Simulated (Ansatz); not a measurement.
Ansatz input

```yaml
crystal:
  lattice:
    - [-1.4240148693, 1.4240148693, 1.4240148693]
    - [1.4240148693, -1.4240148693, 1.4240148693]
    - [1.4240148693, 1.4240148693, -1.4240148693]
  atoms:
    - { symbol: Cr, position: [0.0, 0.0, 0.0], spin: 1.5 }
hamiltonian:
  xc: pbe
  pseudopotentials:
    kind: paw
    azcp:
      Cr: "pseudopotentials/Cr.paw.azcp"
basis:
  ecutwfc: 420
  fft_grid_basis: typed
kpoints:
  mp_grid: { grid: [8, 8, 8], shift: [0, 0, 0] }
magnetization:
  spin_polarized: true
scf:
  occupations: { method: fermi_dirac, width: 0.1 }
```

Terminal output

```
Engine: ansatz 0.2.0, x86_64-unknown-linux-gnu
Pseudopotentials: kind: paw
Pseudopotential: Cr, paw, valence charge 14, recommended cutoff 420 eV (normal) 
Functional definition: PBE
  parameter kappa = 0.804
  parameter beta = 0.06672455060314922
  exchange = pbe_x(kappa = kappa, mu = beta*pi^2/3)
  correlation = pbe_c(beta = beta)
Crystal: 1 atoms, lattice volume = 11.551 Å³
Basis set: ecut = 420 eV, 225 PW (Γ)
Bands: 12, of which v1, the nominal top of the filled ones, is band 7 counted from 1 (6 counted from 0)
Symmetry: 48 space group operations
Space group: Im-3m (ITA 229), of the structure as read, at distance tolerance 2.3e-5 Å
Magnetic group: BNS 229.140 (UNI 1642), of the structure as read, at distance tolerance 2.3e-5 Å
k-points: 29 of 512
Non-local potential: Cr, projectors of the file, l = 0: 3, l = 1: 2, l = 2: 3, l = 3: 1
PAW form: soft (Blöchl's): semilocal exchange-correlation on the pseudo side does not see the compensation charge
PAW one-centre angular grid: Cr, 590 points (default); XC on 64 Gauss nodes
Initial density: superposition of atomic densities (chi_scale 0.1, normalization cell)
Starting moments: Σ|m| = 1.5 μB on 1 of 1 site
Initial wavefunctions: pseudopotential atomic-orbital guess
Functional: x = pbe(κ = 0.804, μ = 0.2195149727645171), c = pbe(β = 0.06672455060314922)
SCF iter   1: F=—  HF=-3380.480215 eV  |F-HF|=—  |Δ(HF+E_count)|=         —  Δρ=2.33e-1 (↑2.33e-1 ↓6.96e-2)  dr2=5.67e0  dr2_m=1.53e0  M=0.065 μB ∫|m|=0.067 μB  β_m=0.30  ethr=3.10e-3  ⟨swp⟩=4.0  Hψ=3361  notcnv=0
Mixer restart at iter 1: flushing history
SCF iter   2: F=—  HF=-3377.986736 eV  |F-HF|=—  |Δ(HF+E_count)|=    2.49e0  Δρ=1.03e-1 (↑1.03e-1 ↓7.26e-2)  dr2=2.93e-1  dr2_m=7.44e-1  M=0.055 μB ∫|m|=0.055 μB  β_m=0.38  ethr=3.10e-3  ⟨swp⟩=2.1  Hψ=1863  notcnv=0  defer=3
SCF iter   3: F=—  HF=-3377.773127 eV  |F-HF|=—  |Δ(HF+E_count)|=   2.14e-1  Δρ=4.60e-2 (↑4.59e-2 ↓4.60e-2)  dr2=2.20e-2  dr2_m=2.09e-1  M=0.034 μB ∫|m|=0.034 μB  β_m=0.58  ethr=2.09e-3  ⟨swp⟩=2.0  Hψ=1122  notcnv=0  defer=3
SCF iter   4: F=—  HF=-3377.741307 eV  |F-HF|=—  |Δ(HF+E_count)|=   3.18e-2  Δρ=1.70e-3 (↑1.63e-3 ↓1.70e-3)  dr2=3.50e-4  dr2_m=1.59e-4  M=0.003 μB ∫|m|=0.003 μB  β_m=0.78  ethr=1.57e-4  ⟨swp⟩=2.2  Hψ=1347  notcnv=0  defer=3
SCF iter   5: F=—  HF=-3377.741475 eV  |F-HF|=—  |Δ(HF+E_count)|=   1.68e-4  Δρ=8.18e-4 (↑8.18e-4 ↓8.07e-4)  dr2=2.36e-4  dr2_m=2.88e-6  M=0.001 μB ∫|m|=0.001 μB  β_m=0.84  ethr=2.50e-6  ⟨swp⟩=2.5  Hψ=1083  notcnv=0  defer=3
SCF iter   6: F=—  HF=-3377.741432 eV  |F-HF|=—  |Δ(HF+E_count)|=   4.28e-5  Δρ=6.07e-5 (↑4.92e-5 ↓6.07e-5)  dr2=7.74e-8  dr2_m=2.81e-7  M=0.000 μB ∫|m|=0.000 μB  β_m=0.92  ethr=1.68e-6  ⟨swp⟩=2.5  Hψ=984  notcnv=0  defer=3
SCF iter   7: F=—  HF=-3377.741432 eV  |F-HF|=—  |Δ(HF+E_count)|=   2.56e-7  Δρ=1.08e-5 (↑9.59e-6 ↓1.08e-5)  dr2=1.89e-8  dr2_m=3.93e-9  M=0.000 μB ∫|m|=0.000 μB  β_m=0.96  ethr=5.53e-10  ⟨swp⟩=2.0  Hψ=1131  notcnv=0  defer=3
SCF iter   8: F=—  HF=-3377.741432 eV  |F-HF|=—  |Δ(HF+E_count)|=   4.34e-9  Δρ=7.29e-7 (↑5.03e-7 ↓7.29e-7)  dr2=3.55e-11  dr2_m=2.91e-11  M=0.000 μB ∫|m|=0.000 μB  β_m=0.98  ethr=1.35e-10  ⟨swp⟩=2.4  Hψ=1077  notcnv=0  defer=3
SCF iter   9: F=-3377.741432 eV  HF=-3377.741432 eV  |F-HF|=0.00e0  |Δ(HF+E_count)|=  5.00e-11  Δρ=6.29e-8 (↑6.29e-8 ↓5.51e-8)  dr2=5.95e-13  dr2_m=1.98e-13  M=0.000 μB ∫|m|=0.000 μB  ethr=1.00e-12  ⟨swp⟩=1.0  Hψ=1892  notcnv=0
SCF 1 converged in 9 iterations: F = -3377.741432 eV  dr2 = 5.95e-13
WARN: the starting moments were not kept: the SCF closed with an absolute magnetisation of 2.9e-7 μB, where they sum to 1.5 μB in size (1 site). That is at most 0.1 of that sum. Measured as dr2_m measures the in/out step, that magnetisation stands 3.7e-14 eV from none, at or under the dr2_threshold of 1.0e-7 eV: it is no larger than a step whose dr2_m would equal this threshold. The system may hold no moment; this SCF shows only that its start led to no more than that. To try another start: raise the starting moments (crystal.atoms[].spin, magnetization.per_species, magnetization.initial_magnetization, or on a non-collinear deck that types none of these the spinor_matrix: blocks that start its atoms; where the total moment is fixed, keep their sum and leave initial_magnetization as it is; typed ones take the place of any that the run laid by itself, positive ones on a crystal's lanthanoids without a Hubbard term where scf.initial_density.shell_occupations: [] is typed) or, if the notice of its spin-set hold's release reads "site moments contracting" or "site moments show no strong build", lengthen the hold (scf.mixing.spin_hold: { on: { confirm: 4 } }; for m-r²SCAN on two components see the key's manual first). Each may lead to a state that holds a moment. A second SCF, from the converged charge density, with the starting moments and any scf.initial_density.shell_occupations laid on it anew, would have followed, and was not run: the deck does not ask for one (magnetization.retry_lost_moments is false, the default). To let it run, set magnetization.retry_lost_moments: true and run the deck again, where that key's refused combinations let it; where memory then withholds it, that run's warning says so.
SCF converged after 9 iterations
Magnetization: 0.0000 μB (7.0000 up, 7.0000 down)
Absolute magnetization: 0.0000 μB (∫|ρ↑−ρ↓|, with the PAW one-centre terms)
Spin contamination: 0.0000 ħ² per cell (⟨S²⟩ above its minimum at these occupations)
Per-site moments (μB) at R_I (Å): [(1.1319233193819837e-7, 1.0174172680489764)]
Free energy (F): -3377.741432 eV
Harris-Foulkes:  -3377.741432 eV  (|F-HF|=0.00e0)
Internal energy: -3377.721408 eV  (E = F + TS)
E sigma→0 (E₀):  -3377.731420 eV
Entropy (-TS):   -0.020024 eV (-20.024 meV/atom)
Fermi energy:    19.306663 eV
--- Per-component energies (eV) ---
  E_band       = -144.689953
  E_kinetic    = 343.327400
  E_local      = -1174.024636  (includes V_loc(G=0)·N_el)
  E_nonlocal   = 78.245865
  E_hartree    = 512.791308
  E_xc         = -140.290692
  E_vxc        = -179.013418  (∫ρ·V_xc dr)
  E_paw        = -1194.573562  (= ΣΔE_a)
  E_vpaw       = -238.808117  (= ΣTr[D̂ρ^β])
  E_aug_tail   = 0.000304  (compensation charges beyond the density's cutoff)
  E_ewald      = -1803.197395
  E_smearing   = -0.020024  (= −TS)
  E_closure    = 0.000000  (closes the sum)
  Σ components = -3377.741432   (vs F -3377.741432, Δ=0.00e0)
```
